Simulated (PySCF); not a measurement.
**Complexes of Li+**

Gas-phase complexes of Li+ (charge +1), each in one structure from a short search with a few starts, optimised by PBE0-D3(BJ)/def2-TZVPD; other ways of binding may lie lower. Energies in kcal/mol, wB97M-D3(BJ)/def2-TZVPD, counterpoise-corrected (PySCF): interaction is complex less parts frozen as they stand in it, binding adds what it costs to deform them. Contacts are written partner···Li+; electrostatic, Pauli and orbital are terms of the uncorrected same energy, whose rest is dispersion or correlation.

Frequency runs check only 4 of the 5 structures; an imaginary mode is left, so that the point isn't a minimum, in the complex with hydrogen fluoride (67i cm⁻¹).

Task: Order these partners of Li+ by binding energy, strongest first: water, methanol, hydrogen fluoride, acetonitrile, ammonia.

Result: acetonitrile (-45.4), ammonia (-40.7), methanol (-38.4), water (-34.9), hydrogen fluoride (-22.7).
```csv
partner,contact,distance (Å),binding,interaction,electrostatic,Pauli,orbital
acetonitrile,N···Li,1.88,-45.4,-45.6,-40.6,14.9,-19.4
ammonia,N···Li,1.96,-40.7,-40.8,-41.6,16.7,-15.4
methanol,O···Li,1.81,-38.4,-38.8,-34.8,14.1,-17.3
water,O···Li,1.83,-34.9,-34.9,-32.7,12.3,-14.1
hydrogen fluoride,F···Li,1.79,-22.7,-22.7,-18.1,6.4,-10.7
```
